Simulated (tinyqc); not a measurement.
UKS/LDA (VWN5) in the sto-3g basis, for OH+, spin multiplicity 3, step by step. One step of it, computed by the program tinyqc.

Question. Iteration 1: building the Kohn-Sham matrix. J_ij = sum D_kl (ij|kl) with D = D(alpha) + D(beta); F = H + J + V_xc; E = tr D H + tr D J / 2 + E_xc + E_nn.

D(alpha) at the start:
```
            1O 1s      1O 2s    1O 2px    1O 2py     1O 2pz      2H 1s
1O 1s    1.039517  -0.157620  0.000000  0.000000   0.065526  -0.095911
1O 2s   -0.157620   0.687005  0.000000  0.000000  -0.249543   0.248928
1O 2px   0.000000   0.000000  1.000000  0.000000   0.000000   0.000000
1O 2py   0.000000   0.000000  0.000000  1.000000   0.000000   0.000000
1O 2pz   0.065526  -0.249543  0.000000  0.000000   0.835556   0.136570
2H 1s   -0.095911   0.248928  0.000000  0.000000   0.136570   0.161066
```

D(beta) at the start:
```
            1O 1s      1O 2s    1O 2px    1O 2py     1O 2pz      2H 1s
1O 1s    1.039517  -0.157620  0.000000  0.000000   0.065526  -0.095911
1O 2s   -0.157620   0.687005  0.000000  0.000000  -0.249543   0.248928
1O 2px   0.000000   0.000000  0.000000  0.000000   0.000000   0.000000
1O 2py   0.000000   0.000000  0.000000  0.000000   0.000000   0.000000
1O 2pz   0.065526  -0.249543  0.000000  0.000000   0.835556   0.136570
2H 1s   -0.095911   0.248928  0.000000  0.000000   0.136570   0.161066
```

core Hamiltonian H = T + V (hartree):
```
             1O 1s      1O 2s     1O 2px     1O 2py     1O 2pz      2H 1s
1O 1s   -32.195493  -7.488435   0.000000   0.000000  -0.017100  -1.915350
1O 2s    -7.488435  -8.813855   0.000000   0.000000  -0.197407  -3.798322
1O 2px    0.000000   0.000000  -6.974188   0.000000   0.000000   0.000000
1O 2py    0.000000   0.000000   0.000000  -6.974188   0.000000   0.000000
1O 2pz   -0.017100  -0.197407   0.000000   0.000000  -7.113048  -2.596844
2H 1s    -1.915350  -3.798322   0.000000   0.000000  -2.596844  -4.906981
```

Two-electron integrals (ij|kl) in chemists' order, unique and non-zero (hartree):
```
(11|11) 4.785065   (21|11) 0.741380   (21|21) 0.136873   (22|11) 1.118947
(22|21) 0.256633   (22|22) 0.817206   (31|31) 0.024477   (32|31) 0.037809
(32|32) 0.180518   (33|11) 1.115814   (33|21) 0.256684   (33|22) 0.817023
(33|33) 0.880159   (41|41) 0.024477   (42|41) 0.037809   (42|42) 0.180518
(43|43) 0.047444   (44|11) 1.115814   (44|21) 0.256684   (44|22) 0.817023
(44|33) 0.785270   (44|44) 0.880159   (51|51) 0.024477   (52|51) 0.037809
(52|52) 0.180518   (53|53) 0.047444   (54|54) 0.047444   (55|11) 1.115814
(55|21) 0.256684   (55|22) 0.817023   (55|33) 0.785270   (55|44) 0.785270
(55|55) 0.880159   (61|11) 0.191438   (61|21) 0.035013   (61|22) 0.065122
(61|33) 0.065001   (61|44) 0.065001   (61|51) 0.001598   (61|52) 0.002977
(61|55) 0.065371   (61|61) 0.009071   (62|11) 0.436001   (62|21) 0.101120
(62|22) 0.353053   (62|33) 0.347321   (62|44) 0.347321   (62|51) 0.007519
(62|52) 0.055876   (62|55) 0.364194   (62|61) 0.026306   (62|62) 0.184133
(63|31) 0.010935   (63|32) 0.062350   (63|53) 0.011799   (63|63) 0.027205
(64|41) 0.010935   (64|42) 0.062350   (64|54) 0.011799   (64|64) 0.027205
(65|11) 0.300974   (65|21) 0.070754   (65|22) 0.263920   (65|33) 0.251773
(65|44) 0.251773   (65|51) 0.015589   (65|52) 0.102316   (65|55) 0.287928
(65|61) 0.019274   (65|62) 0.167211   (65|65) 0.177447   (66|11) 0.554115
(66|21) 0.130595   (66|22) 0.519793   (66|33) 0.498600   (66|44) 0.498600
(66|51) 0.013326   (66|52) 0.133354   (66|55) 0.561562   (66|61) 0.034331
(66|62) 0.331368   (66|65) 0.344052   (66|66) 0.774606
```

nuclear repulsion = 4.64190536 hartree

V_xc(alpha) (hartree):
```
            1O 1s      1O 2s     1O 2px     1O 2py     1O 2pz      2H 1s
1O 1s   -2.935326  -0.422906   0.000000   0.000000   0.002806  -0.109490
1O 2s   -0.422906  -0.811551   0.000000   0.000000   0.008939  -0.333726
1O 2px   0.000000   0.000000  -0.802031   0.000000   0.000000   0.000000
1O 2py   0.000000   0.000000   0.000000  -0.802031   0.000000   0.000000
1O 2pz   0.002806   0.008939   0.000000   0.000000  -0.816374  -0.246979
2H 1s   -0.109490  -0.333726   0.000000   0.000000  -0.246979  -0.468818
```

V_xc(beta) (hartree):
```
            1O 1s      1O 2s     1O 2px     1O 2py     1O 2pz      2H 1s
1O 1s   -2.899432  -0.395785   0.000000   0.000000   0.003593  -0.103019
1O 2s   -0.395785  -0.675643   0.000000   0.000000   0.013189  -0.290805
1O 2px   0.000000   0.000000  -0.635134   0.000000   0.000000   0.000000
1O 2py   0.000000   0.000000   0.000000  -0.635134   0.000000   0.000000
1O 2pz   0.003593   0.013189   0.000000   0.000000  -0.741757  -0.230114
2H 1s   -0.103019  -0.290805   0.000000   0.000000  -0.230114  -0.446811
```

E_xc = sum of w rho eps_xc = -7.80633694 hartree

Give: Coulomb J; F(alpha); F(beta); total energy of this density.

Answer.

Coulomb J (hartree):
```
         1O 1s   1O 2s  1O 2px  1O 2py  1O 2pz  2H 1s
1O 1s   15.818   2.918   0.000   0.000  -0.012  0.746
1O 2s    2.918   6.925   0.000   0.000  -0.017  2.949
1O 2px   0.000   0.000   6.877   0.000   0.000  0.000
1O 2py   0.000   0.000   0.000   6.877   0.000  0.000
1O 2pz  -0.012  -0.017   0.000   0.000   6.998  2.197
2H 1s    0.746   2.949   0.000   0.000   2.197  4.344
```

F(alpha) (hartree):
```
          1O 1s   1O 2s  1O 2px  1O 2py  1O 2pz   2H 1s
1O 1s   -19.313  -4.993   0.000   0.000  -0.026  -1.278
1O 2s    -4.993  -2.700   0.000   0.000  -0.205  -1.183
1O 2px    0.000   0.000  -0.899   0.000   0.000   0.000
1O 2py    0.000   0.000   0.000  -0.899   0.000   0.000
1O 2pz   -0.026  -0.205   0.000   0.000  -0.932  -0.647
2H 1s    -1.278  -1.183   0.000   0.000  -0.647  -1.032
```

F(beta) (hartree):
```
          1O 1s   1O 2s  1O 2px  1O 2py  1O 2pz   2H 1s
1O 1s   -19.277  -4.966   0.000   0.000  -0.025  -1.272
1O 2s    -4.966  -2.565   0.000   0.000  -0.201  -1.141
1O 2px    0.000   0.000  -0.732   0.000   0.000   0.000
1O 2py    0.000   0.000   0.000  -0.732   0.000   0.000
1O 2pz   -0.025  -0.201   0.000   0.000  -0.857  -0.630
2H 1s    -1.272  -1.141   0.000   0.000  -0.630  -1.010
```

total energy of this density = -73.54121 hartree
